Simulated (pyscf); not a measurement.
F–Mo(F)(F)(F)(F)–SH + hydrogen (H₂) → F–MoH(F)(F)(F)–F + H₂S, a four-centre exchange (singlet surface; Mo–S, H–H broken, H–Mo, H–S formed). Single points on ωB97X-D3(BJ)/def2-SVP structures (PySCF, gas phase). Energies in kcal/mol from the separated reactants.

Small-basis levels: PySCF, no dispersion term, spherical d functions. 

Problem. In single points B3LYP/LANL2DZ puts the saddle at 28.3 kcal/mol and the reaction energy at +11.7 kcal/mol. Should these be trusted to within a few kcal/mol? Compare with ωB97M-D3(BJ)/def2-TZVP.

Solution. ωB97M-D3(BJ)/def2-TZVP gives ΔE‡ = 22.6 kcal/mol and ΔE = +7.7 kcal/mol. B3LYP/LANL2DZ lies 5.7 kcal/mol over it in the barrier and 4.0 kcal/mol over it in the reaction energy, so on this step it does not hold to within 3.0 kcal/mol. ωB97M-D3(BJ)/def2-TZVP has limits of its own. On the product side the descent ends in a bound adduct, 10.3 kcal/mol under the separated species and 21.5 kcal/mol under the saddle at ωB97X-D3(BJ)/def2-TZVP. At ωB97X-D3(BJ)/def2-TZVP the barrier from the zero used here is 25.2 kcal/mol. This is the saddle that the search found; another between the same sides may lie lower. In the def2 sets elements past Kr carry core potentials, without spin-orbit coupling.
